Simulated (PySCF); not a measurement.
# How well do the runs reproduce experiment for 2-butanone?

**The experiment to reproduce.**

From NIST CCCBDB Release 22 (SRD 101), experimental polarizabilities, for the gas: mean polarisability 8.19 Å³.

The results are set against them at the end.

2-butanone, C₄H₈O.
SMILES with atom numbers: `[CH3:1][CH2:2][C:3]([CH3:4])=[O:5]` (hydrogens: H6, H7, H8 on C1; H9, H10 on C2; H11, H12, H13 on C4)

Geometry (PBE0-D3(BJ)/def2-SVP, Å), atoms numbered from 1 in this order:
```xyz
13
C4H8O angstrom
C     -1.8214   -0.1245    0.8404
C     -0.4456   -0.5546    0.3742
C      0.4901    0.6064    0.1007
C      1.8957    0.2521   -0.3218
O      0.1288    1.7533    0.2127
H     -2.4640   -0.9952    1.0360
H     -1.7545    0.4719    1.7616
H     -2.3113    0.5066    0.0854
H     -0.5025   -1.1554   -0.5520
H      0.0444   -1.2192    1.1082
H      2.3902   -0.3510    0.4561
H      1.8796   -0.3595   -1.2378
H      2.4708    1.1691   -0.4995
```

The PySCF runs (gas phase, on this PBE0-D3(BJ)/def2-SVP geometry; no spin–orbit coupling):

```tsv
level	job	basis functions
PBE0/def2-SVPD	10 singlets by full TDDFT, 4 Tamm–Dancoff triplets, polarisability, ΔSCF ions	167
CAM-B3LYP/def2-SVPD	10 singlets by full TDDFT, 4 Tamm–Dancoff triplets, polarisability, ΔSCF ions	167
LC-wPBE/def2-SVPD	10 singlets by full TDDFT, 4 Tamm–Dancoff triplets, polarisability, ΔSCF ions	167
PBE0/6-31+G*	10 singlets by full TDDFT, 4 Tamm–Dancoff triplets, polarisability	106
PBE0/6-31G*	10 singlets by full TDDFT, 4 Tamm–Dancoff triplets, polarisability	86
PBE0/aug-cc-pVDZ	10 singlets by full TDDFT, 4 Tamm–Dancoff triplets, polarisability	187
PBE0/def2-SVP	10 singlets by full TDDFT, 4 Tamm–Dancoff triplets, polarisability	110
PBE0/def2-TZVP	10 singlets by full TDDFT, 4 Tamm–Dancoff triplets, polarisability	203
PBE0/def2-TZVPD	10 singlets by full TDDFT, 4 Tamm–Dancoff triplets, polarisability	260
wB97X-D/def2-SVPD	10 singlets by full TDDFT, 4 Tamm–Dancoff triplets, polarisability, ΔSCF ions	167
```

All basis functions are spherical.

Results beside the measurements:

**Mean polarisability.** Measured: 8.19 Å³ (NIST CCCBDB Release 22 (SRD 101), experimental polarizabilities).

| level | computed (Å³) | computed − measured (Å³) | % (from the printed values) |
| --- | --- | --- | --- |
| PBE0/def2-SVPD | 7.88 | -0.31 | -4 |
| CAM-B3LYP/def2-SVPD | 7.84 | -0.35 | -4 |
| LC-wPBE/def2-SVPD | 7.64 | -0.55 | -7 |
| PBE0/6-31+G* | 7.34 | -0.85 | -10 |
| PBE0/6-31G* | 6.54 | -1.65 | -20 |
| PBE0/aug-cc-pVDZ | 8.05 | -0.14 | -2 |
| PBE0/def2-SVP | 6.74 | -1.45 | -18 |
| PBE0/def2-TZVP | 7.64 | -0.55 | -7 |
| PBE0/def2-TZVPD | 8.03 | -0.16 | -2 |
| wB97X-D/def2-SVPD | 7.83 | -0.36 | -4 |

Closest is PBE0/aug-cc-pVDZ (-0.14 Å³), furthest PBE0/6-31G* (-1.65 Å³); one molecule doesn't rank methods. All 10 levels lie below the measurement. The computed values are static and purely electronic, with core orbitals frozen in the response (1 au = 0.148185 Å³). The table of measured values doesn't say here whether a value is static or optical, or holds a vibrational part. The measurement averages over conformers, the calculation has one.

The geometry is computed, not the measured one. Where a level misses, the cause wasn't examined.
